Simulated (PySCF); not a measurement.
# BH3Cl− (SMILES [BH3-]Cl): CCSDT/STO-6G

What is the energy change on altering one bond length of BH3Cl− at CCSDT/STO-6G? Input form: a Python script.

The results are computed with PySCF 2.14.0.

16 further runs of the same task are left out: 1 that didn't finish, 15 set aside as unsound or not needed.

### 1 The structure to begin with

BH3Cl− has 5 atoms, charge -1, and is taken as a singlet. As SMILES, `[BH3-]Cl`. The shape is that of a GFN2-xTB optimisation.

Bond lengths: B1–Cl2 1.873 Å, B1–H3 1.208 Å, B1–H4 1.208 Å, B1–H5 1.208 Å. Angles: Cl2–B1–H3 106.7°, Cl2–B1–H4 106.7°, Cl2–B1–H5 106.7°, H3–B1–H4 112.0°, H3–B1–H5 112.2°, H4–B1–H5 112.1°.

### 2 A single-point energy at CCSDT/STO-6G

Input file job.py:

```python
# [BH3-]Cl
from pyscf import gto, cc

mol = gto.M(
    atom=[
    ('B', (0.082390, -0.047870, 0.135930)),
    ('Cl', (-0.845860, 0.496450, -1.396970)),
    ('H', (1.223080, -0.254620, -0.203070)),
    ('H', (-0.460100, -1.051350, 0.532730)),
    ('H', (0.000500, 0.857390, 0.931390)),
],
    basis='sto-6g',
    verbose=3,
    charge=-1,
    max_memory=1860,
)

calc0 = mol.RHF()
calc0.conv_tol = 1e-10
calc0.kernel()
if not calc0.converged:
    calc0 = calc0.newton().run(calc0.mo_coeff, calc0.mo_occ)

mycc = cc.CCSDT(calc0, frozen=6)
mycc.kernel()
energy = mycc.e_tot
print('E = %.10f Eh' % energy)
```

The run is started by

```
OMP_NUM_THREADS=1 python job.py
```

Standard output:

```text
converged SCF energy = -484.324196297451
_make_eris_incore_RCCSDT

WARN: A large `blksize` is being used, which may cause large memory consumption
      for storing contraction intermediates. If memory is sufficient, consider using
      `pyscf.cc.rccsdt_highm.RCCSDT` instead.

RCCSDT converged
E(RCCSDT) = -484.3880199589396   E_corr = -0.06382366148904763
E_corr(same-spin) = -0.00174237606280135
E_corr(oppo-spin) = -0.0620812854262463
E = -484.3880199589 Eh
```

It took 0.89 s on 1 thread of Intel Xeon Platinum 8488C (Sapphire Rapids), shared host; peak memory 0.12 GiB.

### 3 The distorted shape

Input file calc.py:

```python
from pyscf import gto, scf, cc

system = gto.M(
    atom='''
B    0.733377   1.156304  -0.340229
Cl  -0.194873   1.700624  -1.873129
H    1.874067   0.949554  -0.679229
H   -0.460100  -1.051350   0.532730
H    0.651487   2.061564   0.455231
''',
    verbose=4,
    charge=-1,
    max_memory=1860,
    basis='sto-6g',
)

myscf = scf.RHF(system)
myscf.conv_tol = 1e-10
myscf.kernel()
if not myscf.converged:
    myscf = myscf.newton().run(myscf.mo_coeff, myscf.mo_occ)

mycc = cc.CCSDT(myscf, frozen=6)
mycc.kernel()
e_tot = mycc.e_tot
print('E(%s) = %.9f' % ('CCSDT', e_tot))
```

The run is started by

```
OMP_NUM_THREADS=1 python calc.py
```

Standard output:

```text
PySCF version 2.14.0

[INPUT] num. atoms = 5
[INPUT] num. electrons = 26
[INPUT] charge = -1
[INPUT] spin (= nelec alpha-beta = 2S) = 0
[INPUT] symmetry False subgroup None
[INPUT] Mole.unit = angstrom
[INPUT] Symbol           X                Y                Z      unit          X                Y                Z       unit  Magmom
[INPUT]  1 B      0.733377000000   1.156304000000  -0.340229000000 AA    1.385881676055   2.185097876739  -0.642939629635 Bohr   0.0
[INPUT]  2 Cl    -0.194873000000   1.700624000000  -1.873129000000 AA   -0.368256599072   3.213713600862  -3.539700805980 Bohr   0.0
[INPUT]  3 H      1.874067000000   0.949554000000  -0.679229000000 AA    3.541473369085   1.794397000485  -1.283556785862 Bohr   0.0
[INPUT]  4 H     -0.460100000000  -1.051350000000   0.532730000000 AA   -0.869462989912  -1.986763561061   1.006713798340 Bohr   0.0
[INPUT]  5 H      0.651487000000   2.061564000000   0.455231000000 AA    1.231132003715   3.895791348263   0.860261913412 Bohr   0.0

nuclear repulsion = 39.6180376641675
number of shells = 11
number of NR pGTOs = 102
number of NR cGTOs = 17
basis = sto-6g
ecp = {}

[... 37 lines left out ...]
converged SCF energy = -484.050400422085
[... 16 lines left out ...]
WARN: A large `blksize` is being used, which may cause large memory consumption
[... 13 lines left out ...]
Init t2, MP2 energy = -484.139522006849  E_corr(MP2) -0.089121584764
[... 14 lines left out ...]
RCCSDT converged
[... 3 lines left out ...]
E(CCSDT) = -484.195205889
```

Run time: 0.91 s. Hardware: 1 thread of Intel Xeon Platinum 8488C (Sapphire Rapids), shared host; peak memory 0.1 GiB.

### 4 Results

At CCSDT/STO-6G, 6 core orbitals frozen:

| quantity | value |
| --- | --- |
| first shape: total energy | -484.38802 Eh |
| first shape: HOMO energy (Hartree–Fock orbitals) | -2.18 eV |
| first shape: LUMO energy (Hartree–Fock orbitals) | 20.90 eV |
| first shape: HOMO–LUMO gap (to an unbound level, set by the basis) | 23.08 eV |
| first shape: correlation energy (6 core orbitals frozen) | -63.8 mEh |
| first shape: T1 diagnostic | 0.005 |
| distorted shape: total energy | -484.19521 Eh |
| distorted shape: HOMO energy (Hartree–Fock orbitals) | 2.21 eV |
| distorted shape: LUMO energy (Hartree–Fock orbitals) | 11.55 eV |
| distorted shape: HOMO–LUMO gap (to an unbound level, set by the basis) | 9.35 eV |
| distorted shape: correlation energy (6 core orbitals frozen) | -144.8 mEh |
| distorted shape: T1 diagnostic | 0.070 |
| energy change with the B1–H4 bond stretched from 1.208 to 2.657 Å | 5.247 eV |

In words: With the B1–H4 bond stretched from 1.208 to 2.657 Å the energy rises by 5.25 eV (506 kJ/mol). The first shape isn't relaxed at this level, so the change isn't measured from a minimum. The minimal basis adds a large error of its own. Mulliken charges (first shape) of the mean-field density run from -0.52 on Cl2 to +0.06 on B1. The T1 diagnostic (distorted shape) of 0.070 is above the customary mark for such species, so a single reference may not serve. The HOMO (distorted shape) lies at positive energy, 2.21 eV: the electron is unbound at this level or held by a compact basis; values depend on the basis.
